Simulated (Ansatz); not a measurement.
This script for a ladder of basis sets of CH5ClSi, SMILES [SiH3]CCl with Ansatz 0.2.0 through its Python package holds a mistake.

`ch5clsi_basis.py`
```python
"""Basis-set convergence for CH5ClSi."""

import ansatz

GEOMETRY = """
Si   -0.79320    0.25200   -0.13730
C     0.90890   -0.22670    0.03520
Cl    1.01310   -1.46670    1.28640
H    -1.63970   -0.82650   -0.55850
H    -0.95150    1.33000   -1.22350
H    -1.37740    0.90260    1.10530
H     1.58330    0.61260    0.33170
H     1.34870   -0.63450   -0.89510
"""

system = ansatz.Crystal.molecule()
for line in GEOMETRY.strip().splitlines():
    symbol, *xyz = line.split()
    system = system.atom(symbol, [float(v) for v in xyz])

calc = system.calculation().correlation("mp2").charge(-1)

energies = {}
for basis in ["cc-pVDZ", "cc-pVTZ"]:
    data = calc.basis(gaussian=basis).run(threads=1).report
    size = data["n_frozen"] + data["n_occupied"][0] + data["n_virtual"][0]
    energies[basis] = (data["reference_energy_ev"] / 27.211386246, data["free_energy_ev"] / 27.211386246)
    print(f"{basis:14s} {size:4d} orbitals  reference {energies[basis][0]:14.6f} Ha  total {energies[basis][1]:14.6f} Ha")

# two-point extrapolation: the basis-set error of the correlation energy falls as X^-3
small, large = (energies[b][1] - energies[b][0] for b in ("cc-pVDZ", "cc-pVTZ"))
limit = (3 ** 3 * large - 2 ** 3 * small) / (3 ** 3 - 2 ** 3)
print(f"correlation energy: {small:.6f} and {large:.6f} Ha, extrapolated {limit:.6f} Ha")
print(f"share caught by the larger set: {100 * large / limit:.1f} %")
```

```console
$ python ch5clsi_basis.py
cc-pVDZ          75 orbitals  reference    -789.062284 Ha  total    -789.476432 Ha
cc-pVTZ         168 orbitals  reference    -789.131701 Ha  total    -789.659061 Ha
correlation energy: -0.414148 and -0.527360 Ha, extrapolated -0.575029 Ha
share caught by the larger set: 91.7 %
```

The script ran to its end, but the result can't be trusted. Why?

The fault: the net charge is wrong for this system. The correction:

The script, `ch5clsi_basis.py`:
```python
"""Basis-set convergence for CH5ClSi."""

import ansatz

GEOMETRY = """
Si   -0.79320    0.25200   -0.13730
C     0.90890   -0.22670    0.03520
Cl    1.01310   -1.46670    1.28640
H    -1.63970   -0.82650   -0.55850
H    -0.95150    1.33000   -1.22350
H    -1.37740    0.90260    1.10530
H     1.58330    0.61260    0.33170
H     1.34870   -0.63450   -0.89510
"""

system = ansatz.Crystal.molecule()
for line in GEOMETRY.strip().splitlines():
    symbol, *xyz = line.split()
    system = system.atom(symbol, [float(v) for v in xyz])

calc = system.calculation().correlation("mp2")

energies = {}
for basis in ["cc-pVDZ", "cc-pVTZ"]:
    data = calc.basis(gaussian=basis).run(threads=1).report
    size = data["n_frozen"] + data["n_occupied"][0] + data["n_virtual"][0]
    energies[basis] = (data["reference_energy_ev"] / 27.211386246, data["free_energy_ev"] / 27.211386246)
    print(f"{basis:14s} {size:4d} orbitals  reference {energies[basis][0]:14.6f} Ha  total {energies[basis][1]:14.6f} Ha")

# two-point extrapolation: the basis-set error of the correlation energy falls as X^-3
small, large = (energies[b][1] - energies[b][0] for b in ("cc-pVDZ", "cc-pVTZ"))
limit = (3 ** 3 * large - 2 ** 3 * small) / (3 ** 3 - 2 ** 3)
print(f"correlation energy: {small:.6f} and {large:.6f} Ha, extrapolated {limit:.6f} Ha")
print(f"share caught by the larger set: {100 * large / limit:.1f} %")
```

The mended script runs so:

Output of `python ch5clsi_basis.py`:
```text
cc-pVDZ          75 orbitals  reference    -789.195179 Ha  total    -789.581185 Ha
cc-pVTZ         168 orbitals  reference    -789.242070 Ha  total    -789.738512 Ha
correlation energy: -0.386006 and -0.496442 Ha, extrapolated -0.542941 Ha
share caught by the larger set: 91.4 %
```

Caveats:
- The drop along the ladder measures the basis error, and is no property of the molecule.
- The geometry is a force-field or estimated start, not a minimum of this method, and the last set is no limit. Much of the fall in a total is atomic energy, which cancels in bond and reaction energies.
- Inner cores stay frozen, so this is valence correlation.
- For Al to Cl the sets with a tight d function, cc-pV(X+d)Z, are usual.
- An extrapolation from small basis sets is rough.
- It ran for 3.5 s on 1 thread of Arm Neoverse V2, with other jobs on the host, peak memory 0.34 GiB.

(Lines on the test bed's own set-up are left out of the output.)
